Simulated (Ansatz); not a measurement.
**Ligand exchange: SiH2(NH2)2 + SiH3(CN) → SiH2(NH2)(SiH3) + CH2N2**

Species: SiH2(NH2)2, singlet; SiH3(CN) (silyl cyanide), singlet; SiH2(NH2)(SiH3), singlet; CH2N2 (cyanamide) `N#CN`, singlet. The partners trade NH2 for SiH3: Si–NH2 and C–SiH3 bonds give way to Si–SiH3 and C–NH2.

Shapes, held fixed at every level: PBE0-D4/def2-TZVP. Flexible molecules stand in one conformer, not always the lowest. Programs: Ansatz 0.2.0. Electronic energies: no zero-point or thermal term.

| level | kind | ΔE (kJ/mol) | less CCSD(T)/CBS estimate | CPU time (sum over the molecules) |
| --- | --- | --- | --- | --- |
| HF/def2-TZVPP | Hartree–Fock | +160.3 | +4.0 | – |
| B3LYP-D4/def2-TZVPP | global hybrid | +137.5 | -18.8 | 37 s |
| BHLYP-D4/def2-TZVPP | global hybrid | +147.0 | -9.3 | 26 s |
| r2SCAN0-D4/def2-TZVPP | global hybrid | +135.7 | -20.6 | 37 s |
| B2PLYP/def2-TZVPP | double hybrid | +149.9 | -6.4 | 45 s |
| MP2/def2-SVP | perturbation theory | +136.5 | -19.8 | – |
| CCSD(T)/def2-SVP | coupled cluster or CI | +126.9 | -29.4 | 18 s |
| CCSD(T)/CBS estimate | coupled cluster or CI | +156.3 | 0.0 | 7.4 min |

The highest level, CCSD(T)/CBS estimate, gives ΔE = +156.3 kJ/mol; the levels span +126.9 to +160.3. The column of differences is taken from that level and isn't an error. No measured value is set beside it here. The CBS estimate extrapolates MP2 from def2-TZVPP and def2-QZVPP and adds CCSD(T) − MP2 in the triple-zeta set, cores frozen. Times are processor times on shared x86 and Arm servers, and rough.
